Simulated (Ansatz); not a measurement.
System: hcp Ru. Method: BLYP (Ansatz, a first-principles code, PAW).

Run with plane-wave cutoff 520 eV, 30×30×16 k mesh (along the axes of the cell as run), Fermi–Dirac smearing 0.055 eV (set by the program), no spin polarisation, scalar-relativistic PAW data made under PBE.

Cell (relaxed at this level):

```cif
data_Ru2
_chemical_formula_sum 'Ru2'
_space_group_name_H-M_alt 'P63/mmc'
_space_group_IT_number 194
_space_group_name_Hall '-P 6c 2c'
_cell_length_a 2.76678
_cell_length_b 2.76678
_cell_length_c 4.35060
_cell_angle_alpha 90.000
_cell_angle_beta 90.000
_cell_angle_gamma 120.000
loop_
_atom_site_label
_atom_site_type_symbol
_atom_site_symmetry_multiplicity
_atom_site_Wyckoff_symbol
_atom_site_fract_x
_atom_site_fract_y
_atom_site_fract_z
_atom_site_occupancy
Ru1 Ru 2 c 0.33333 0.66667 0.25000 1
```

### Question
Give the computed elastic constant C13, Young modulus, Voigt–Reuss–Hill shear modulus (Hill average), elastic constant C11, elastic constant C12, elastic constant C33, elastic constant C44 and elastic constant C66.

### Answer

- elastic constant C13 = 152 GPa
- Young modulus = 410 GPa
- Voigt–Reuss–Hill shear modulus (Hill average) = 164 GPa
- elastic constant C11 = 480 GPa
- elastic constant C12 = 156 GPa
- elastic constant C33 = 544 GPa
- elastic constant C44 = 157 GPa
- elastic constant C66 = 162 GPa

Measured, for comparison: elastic constant C13 168 GPa, elastic constant C11 563 GPa, elastic constant C12 188 GPa, elastic constant C33 624 GPa, elastic constant C44 181 GPa (temperature not stated, not corrected to a static lattice; as tabulated in Mehl and Papaconstantopoulos (1996), arXiv:mtrl-th/9602003). Computed (rounded) less measured: elastic constant C13 -10 %, elastic constant C11 -15 %, elastic constant C12 -17 %, elastic constant C33 -13 %, elastic constant C44 -13 %.

Elastic constants are with the ions relaxed.

It cost roughly 50 core-minutes of CPU time.
